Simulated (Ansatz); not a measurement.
One change: `C#CCOCC` becomes `C#CCOCF`.

Ansatz, PBE0-D4/def2-TZVP geometries, multiplicity 1. Each molecule was computed in one conformer, which needn't be the lowest.

```csv
property,`C#CCOCC`
HOMO–LUMO gap (PBE0/def2-TZVPP) / eV,8.33
size of the dipole moment (PBE/def2-TZVPP) / D,0.94
LUMO energy (PBE0/def2-TZVPP) / eV,0.58
size of the dipole moment (B3LYP/def2-TZVPP) / D,1.04
HOMO energy (PBE0/def2-TZVPP) / eV,-7.76
HOMO–LUMO gap (ωB97M-V/def2-TZVPP) / eV,12.67
```

Problem. What does the change do to each property? (Best estimate.)

Solution. Computed: 
```
                                        property  `C#CCOCF`  shift
            HOMO–LUMO gap (PBE0/def2-TZVPP) / eV       8.43   0.10
  size of the dipole moment (PBE/def2-TZVPP) / D       1.34   0.40
              LUMO energy (PBE0/def2-TZVPP) / eV       0.28  -0.30
size of the dipole moment (B3LYP/def2-TZVPP) / D       1.47   0.43
              HOMO energy (PBE0/def2-TZVPP) / eV      -8.15  -0.39
         HOMO–LUMO gap (ωB97M-V/def2-TZVPP) / eV      12.78   0.11
```

With PBE0 the HOMO falls by 0.39 eV and the LUMO falls by 0.30 eV, so the gap widens by about 0.09 eV. PBE moves the HOMO by -0.73 eV and ωB97M-V by -0.29 eV. Dipoles are sizes alone; their direction can turn.

B3LYP here is the variant with VWN-RPA as its local correlation; programs differ in this.
